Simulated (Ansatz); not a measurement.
Rhombohedral A7 Sb, treated with r²SCAN-D4 in Ansatz (plane waves, PAW).

Run with plane-wave cutoff 500 eV, 12×12×12 k mesh, Fermi–Dirac smearing 0.05 eV, scalar-relativistic PAW data made under PBE.

Computed at the level's own relaxed cell.

**Question.** What does this level give for the equilibrium volume per atom, lattice parameter a and c axis length?

**Answer.** 
- equilibrium volume per atom = 30.81 Å³/atom
- lattice parameter a = 4.328 Å
- c axis length = 11.399 Å

Measured, for comparison: lattice constant a 4.301 Å, lattice parameter c 11.232 Å (78 K, zero-point motion not removed; as tabulated in Schiferl, Barrett, J. Appl. Cryst. 2, 30 (1969), COD 9009654). Computed (rounded) less measured: lattice constant a +0.6 %, lattice parameter c +1.5 %.

Spin–orbit coupling is not included.

Cost on a shared machine: about 2.6 core-minutes (a rough figure).

Ansatz is a first-principles code.
